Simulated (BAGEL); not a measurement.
# C3H4ClF (SMILES F[C@@H]1C[C@@H]1Cl) at B3LYP/6-31G(d) (density fitting with qzvpp-jkfit, spherical functions)

What is the energy change on altering one bond length of C3H4ClF at B3LYP/6-31G* (density fitting with qzvpp-jkfit, spherical functions)? 

The calculation is run with BAGEL 1.2.2.

6 further runs of the same task are left out: 6 that didn't finish.

## Step 1: The molecule

C3H4ClF has 9 atoms, charge 0, and is taken as a singlet. SMILES: `F[C@@H]1C[C@@H]1Cl`. The shape is that of a GFN2-xTB optimisation.

Bond lengths: F1–C2 1.356 Å, C2–C3 1.496 Å, C2–C4 1.499 Å, C3–C4 1.501 Å, C4–Cl5 1.756 Å, C2–H6 1.084 Å, C3–H7 1.079 Å, C3–H8 1.079 Å, C4–H9 1.081 Å. Some angles: F1–C2–C3 118.1°, F1–C2–C4 119.1°, C3–C2–C4 60.2°, C2–C3–C4 60.0°, C2–C4–C3 59.8°, C2–C4–Cl5 119.6°, C3–C4–Cl5 118.9°, F1–C2–H6 110.1°, C3–C2–H6 121.7°, C4–C2–H6 120.1°.

## Step 2: The energy at B3LYP/6-31G(d) (density fitting with qzvpp-jkfit, spherical functions)

job.json

```json
{ "bagel": [

{
  "title": "molecule",
  "basis": "6-31gs.json",
  "df_basis": "qzvpp-jkfit",
  "angstrom": true,
  "geometry": [
    { "atom": "F", "xyz": [       0.843200,       0.672680,      -1.583860 ] },
    { "atom": "C", "xyz": [       0.715220,       0.417450,      -0.258400 ] },
    { "atom": "C", "xyz": [       0.111740,      -0.888420,       0.152040 ] },
    { "atom": "C", "xyz": [      -0.654720,       0.387410,       0.349100 ] },
    { "atom": "Cl", "xyz": [      -2.057130,       0.700270,      -0.659550 ] },
    { "atom": "H", "xyz": [       1.541720,       0.859190,       0.286870 ] },
    { "atom": "H", "xyz": [      -0.218060,      -1.535630,      -0.645680 ] },
    { "atom": "H", "xyz": [       0.505600,      -1.401180,       1.015370 ] },
    { "atom": "H", "xyz": [      -0.787580,       0.788240,       1.344110 ] }
  ]
},

{ "title": "ks", "xc_func": "b3lyp" },

{ "title": "print", "file": "orbitals.molden", "orbitals": true }

]}
```

The basis set 6-31G* is read from a file made from the Basis Set Exchange's data (not shown).

The run is started by

```console
$ BAGEL_NUM_THREADS=1 BAGEL job.json > job.out
```

Output:

```text
* using 1 threads per process

  ===============================================================
  ===============================================================

  *** Geometry ***

  { "atom" : "F", "xyz" : [      1.593417,      1.271181,     -2.993062 ] },
  { "atom" : "C", "xyz" : [      1.351570,      0.788866,     -0.488305 ] },
  { "atom" : "C", "xyz" : [      0.211158,     -1.678870,      0.287314 ] },
  { "atom" : "C", "xyz" : [     -1.237241,      0.732099,      0.659703 ] },
  { "atom" : "Cl", "xyz" : [     -3.887412,      1.323319,     -1.246369 ] },
  { "atom" : "H", "xyz" : [      2.913429,      1.623634,      0.542106 ] },
  { "atom" : "H", "xyz" : [     -0.412074,     -2.901920,     -1.220158 ] },
  { "atom" : "H", "xyz" : [      0.955446,     -2.647846,      1.918771 ] },
  { "atom" : "H", "xyz" : [     -1.488311,      1.489558,      2.540000 ] },

  Number of auxiliary basis functions:      502

  Since a DF basis is specified, we compute 2- and 3-index integrals:
    o Being stored without compression. Storage requirement is 0.027 GB

  Number of basis functions:       82
  Number of electrons      :       48

    * METHOD: MOLECULE                             0.44

  *** Kohn-Sham DFT ***

    * Removing 18548 points whose weight is below 1.00e-10
    * Grid points: 115606

  === Nuclear Repulsion ===
   221.3820940968

       - DIIS with orbital gradients will be used.

  === KS iteration (b3lyp / 6-31gs.json) ===
      0       -644.86940542          0.15119841           0.61
      1       -606.30944590          0.18868734           0.58
      2       -633.10933143          0.19828323           0.58
      3       -664.31704996          0.10914438           0.58
      4       -674.69858051          0.06321523           0.58
      5       -676.57784803          0.01522810           0.58
      6       -676.67317252          0.00850288           0.58
      7       -676.70059318          0.00308887           0.58
      8       -676.70419608          0.00148170           0.58
      9       -676.70524190          0.00040241           0.58
     10       -676.70530803          0.00010683           0.58
     11       -676.70531518          0.00002735           0.58
     12       -676.70531535          0.00001322           0.58
     13       -676.70531544          0.00000750           0.58
     14       -676.70531547          0.00000130           0.58
     15       -676.70531547          0.00000062           0.58
     16       -676.70531547          0.00000019           0.58
     17       -676.70531547          0.00000008           0.58
     18       -676.70531547          0.00000002           0.58
     19       -676.70531547          0.00000002           0.58
     20       -676.70531547          0.00000000           0.58
    * SCF iteration converged.

    * Permanent dipole moment:
           (   -0.515799,     0.321833,    -0.865406) a.u.

    * METHOD: KS                                  13.14

    * METHOD: PRINT                                0.03

  ===============================================================
```

Run time: 14 s. Hardware: 1 thread of Arm Neoverse N1, shared host; peak memory 0.46 GiB.

## Step 3: The distorted shape, same level

job.json

```json
{ "bagel" : [

{
  "title" : "molecule",
  "basis" : "6-31gs.json",
  "df_basis" : "qzvpp-jkfit",
  "angstrom" : "true",
  "geometry" : [
    { "atom" : "F", "xyz" : [       1.544367,       0.516259,      -1.079563 ] },
    { "atom" : "C", "xyz" : [       1.416387,       0.261029,       0.245897 ] },
    { "atom" : "C", "xyz" : [       0.812907,      -1.044841,       0.656337 ] },
    { "atom" : "C", "xyz" : [       0.046447,       0.230989,       0.853397 ] },
    { "atom" : "Cl", "xyz" : [      -2.057130,       0.700270,      -0.659550 ] },
    { "atom" : "H", "xyz" : [       2.242887,       0.702769,       0.791167 ] },
    { "atom" : "H", "xyz" : [       0.483107,      -1.692051,      -0.141383 ] },
    { "atom" : "H", "xyz" : [       1.206767,      -1.557601,       1.519667 ] },
    { "atom" : "H", "xyz" : [      -0.086413,       0.631819,       1.848407 ] }
  ]
},

{
  "title" : "ks",
  "xc_func" : "b3lyp"
},

{
  "title" : "print",
  "file" : "orbitals.molden",
  "orbitals" : "true"
}

]}
```

The basis set 6-31G* is read from a file made from the Basis Set Exchange's data (not shown).

The run is started by

```console
$ BAGEL_NUM_THREADS=1 BAGEL job.json > job.out
```

Output:

```text
* using 1 threads per process

  ===============================================================
  ===============================================================

  *** Geometry ***

  { "atom" : "F", "xyz" : [      2.918431,      0.975588,     -2.040078 ] },
  { "atom" : "C", "xyz" : [      2.676584,      0.493273,      0.464678 ] },
  { "atom" : "C", "xyz" : [      1.536172,     -1.974463,      1.240297 ] },
  { "atom" : "C", "xyz" : [      0.087772,      0.436506,      1.612687 ] },
  { "atom" : "Cl", "xyz" : [     -3.887412,      1.323319,     -1.246369 ] },
  { "atom" : "H", "xyz" : [      4.238442,      1.328041,      1.495089 ] },
  { "atom" : "H", "xyz" : [      0.912940,     -3.197513,     -0.267175 ] },
  { "atom" : "H", "xyz" : [      2.280459,     -2.943439,      2.871754 ] },
  { "atom" : "H", "xyz" : [     -0.163297,      1.193965,      3.492983 ] },

  Number of auxiliary basis functions:      502

  Since a DF basis is specified, we compute 2- and 3-index integrals:
    o Being stored without compression. Storage requirement is 0.027 GB

  Number of basis functions:       82
  Number of electrons      :       48

    * METHOD: MOLECULE                             0.44

  *** Kohn-Sham DFT ***

    * Removing 17464 points whose weight is below 1.00e-10
    * Grid points: 116690

  === Nuclear Repulsion ===
   195.9383432859

       - DIIS with orbital gradients will be used.

  === KS iteration (b3lyp / 6-31gs.json) ===
      0       -647.71459880          0.14054680           0.60
      1       -613.71105636          0.17122223           0.57
      2       -605.49321254          0.24898545           0.57
      3       -661.10108505          0.12544881           0.58
      4       -673.45389440          0.07151518           0.58
      5       -676.33367537          0.02448852           0.58
      6       -676.33447505          0.02027261           0.59
      7       -676.50885090          0.01134097           0.59
      8       -676.60047370          0.00415983           0.59
      9       -676.61536469          0.00188118           0.59
     10       -676.61683621          0.00050112           0.58
     11       -676.61706350          0.00012248           0.59
     12       -676.61707310          0.00002837           0.59
     13       -676.61707312          0.00002701           0.58
     14       -676.61707347          0.00000558           0.58
     15       -676.61707348          0.00000176           0.58
     16       -676.61707348          0.00000152           0.59
     17       -676.61707348          0.00000077           0.59
     18       -676.61707348          0.00000026           0.58
     19       -676.61707348          0.00000005           0.57
     20       -676.61707348          0.00000002           0.57
     21       -676.61707348          0.00000001           0.57
    * SCF iteration converged.

    * Permanent dipole moment:
           (   -1.475368,     0.648027,    -1.336503) a.u.

    * METHOD: KS                                  13.79

    * METHOD: PRINT                                0.03

  ===============================================================
```

Wall time 15 s (1 thread of Arm Neoverse N1, shared host); peak memory 0.47 GiB.

## Step 4: Results

At B3LYP/6-31G* (density fitting with qzvpp-jkfit, spherical functions):

| quantity | value |
| --- | --- |
| first shape: total energy | -676.70532 Eh |
| first shape: dipole moment | 2.69 D |
| first shape: HOMO energy | -7.49 eV |
| first shape: LUMO energy | 0.52 eV |
| first shape: HOMO–LUMO gap | 8.02 eV |
| distorted shape: total energy | -676.61707 Eh |
| distorted shape: dipole moment | 5.32 D |
| distorted shape: HOMO energy | -7.59 eV |
| distorted shape: LUMO energy | -4.30 eV |
| distorted shape: HOMO–LUMO gap | 3.28 eV |
| energy change with the C4–Cl5 bond stretched from 1.756 to 2.633 Å | 2.401 eV |

One bond (distorted shape) is far stretched, which a spin-restricted single reference describes badly; a broken-symmetry solution may lie lower. With the C4–Cl5 bond stretched from 1.756 to 2.633 Å the energy rises by 2.40 eV (232 kJ/mol). The first shape isn't relaxed at this level, so the change isn't measured from a minimum. A restricted reference can't describe the breaking bond well at this length.
